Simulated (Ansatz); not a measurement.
Species, as SMILES: [SiH2] (SiH2) (closed-shell singlet).
Geometry (B3LYP-D3(BJ)/def2-TZVP, fixed):
```
Si
H 1 1.5232
H 1 1.5232 2 91.51
```
Charge 0, spin multiplicity 1.

Basis-set convergence of the dipole moment at MP2 with Ansatz (a first-principles code). Dipoles come from the density behind the forces; the sign is taken along the dipole that this method gives in the largest set. The reference of a correlated method is not its basis-set limit, which lies further on. Cartesian d functions, on some or all atoms, in 6-31+G*, 6-311+G**; all else is spherical. Cores are frozen. A restricted Hartree-Fock determinant is unstable towards unrestricted orbitals. No added dispersion term, no relativity. Reference: the value in aug-pcseg-3, 0.135 D, itself unsure by roughly 0.016 D (its mean distance from aug-cc-pV(Q+d)Z, def2-QZVPPD). Deviations are taken from unrounded values.

```json
[
 {"basis": "6-31+G*", "functions": "27", "dipole moment (D)": "0.356", "minus reference (D)": "0.221"},
 {"basis": "cc-pV(D+d)Z", "functions": "33", "dipole moment (D)": "0.158", "minus reference (D)": "0.023"},
 {"basis": "6-311+G**", "functions": "43", "dipole moment (D)": "0.170", "minus reference (D)": "0.035"},
 {"basis": "aug-pcseg-1", "functions": "45", "dipole moment (D)": "0.180", "minus reference (D)": "0.045"},
 {"basis": "6-311++G(2d,2p)", "functions": "55", "dipole moment (D)": "0.133", "minus reference (D)": "-0.002"},
 {"basis": "cc-pV(T+d)Z", "functions": "67", "dipole moment (D)": "0.140", "minus reference (D)": "0.005"},
 {"basis": "6-311++G(3df,3pd)", "functions": "83", "dipole moment (D)": "0.134", "minus reference (D)": "-0.001"},
 {"basis": "aug-pcseg-2", "functions": "96", "dipole moment (D)": "0.133", "minus reference (D)": "-0.002"},
 {"basis": "cc-pV(Q+d)Z", "functions": "124", "dipole moment (D)": "0.150", "minus reference (D)": "0.015"},
 {"basis": "aug-pcseg-3", "functions": "187", "dipole moment (D)": "0.135", "minus reference (D)": "0.000"},
 {"basis": "cc-pV(5+d)Z", "functions": "210", "dipole moment (D)": "0.154", "minus reference (D)": "0.019"}
]
```

The smallest set listed that lies within 0.1 D of the reference with all its larger relatives (same family, alike in diffuse functions; a set with none counts only in the reference's own line) is cc-pV(D+d)Z (33 functions, 0.023 D off).
